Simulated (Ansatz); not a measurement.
Worked example: correlation energy of AlGaHF (H-bridged), triplet

Geometry: that of the AlGaHF (H-bridged), singlet, kept fixed.

```json
{"atom": "F", "x (Å)": "0.0000", "y (Å)": "0.2780", "z (Å)": "2.8734"}
{"atom": "Al", "x (Å)": "0.0000", "y (Å)": "-0.3368", "z (Å)": "1.3309"}
{"atom": "Ga", "x (Å)": "0.0000", "y (Å)": "0.0372", "z (Å)": "-1.2999"}
{"atom": "H", "x (Å)": "0.0000", "y (Å)": "1.2041", "z (Å)": "0.1341"}
```

Basis cc-pVDZ; Ansatz 0.2.0. Correlated methods freeze the noble-gas cores and the filled d shells of p-block atoms, which leaves 14 electrons in 44 orbitals. Prefix R: restricted or restricted open-shell reference; prefix U: unrestricted. No spin–orbit coupling is included, and no scalar relativity.

Full CI isn't at hand for all of this; UCCSDT(Q) serves as the reference, and is uncertain by about the last step of the cluster series.

Runs differ by some tens of microhartree through their thresholds and, for an open shell, their frozen cores, so steps under 0.03 kcal/mol mean nothing.

```csv
level,total energy (hartree)
UHF,-2265.147340
UMP2,-2265.430310
UCCSD,-2265.455539
UCCSD(T),-2265.462772
UCCSDT,-2265.464145
UCCSDT(Q),-2265.464888
```

Task: What is the correlation energy at UCCSDT(Q), and what share of it do UMP2 and UCCSD(T) recover?

Result: E(corr) = -2265.464888 − (-2265.147340) = -0.317548 hartree = -8.641 eV. UMP2: -0.282970 / -0.317548 = 89.11 %. UCCSD(T): -0.315432 / -0.317548 = 99.33 %.

Task: By how many kcal/mol does UCCSD(T) miss UCCSDT(Q) (1 hartree = 627.509 kcal/mol), and which steps make up the rest?

Result: -2265.462772 − (-2265.464888) = 0.002116 hartree = 1.33 kcal/mol. Steps: UCCSDT − UCCSD(T) = -0.86, UCCSDT(Q) − UCCSDT = -0.47 kcal/mol. Differences between like states or geometries often cancel part of this.
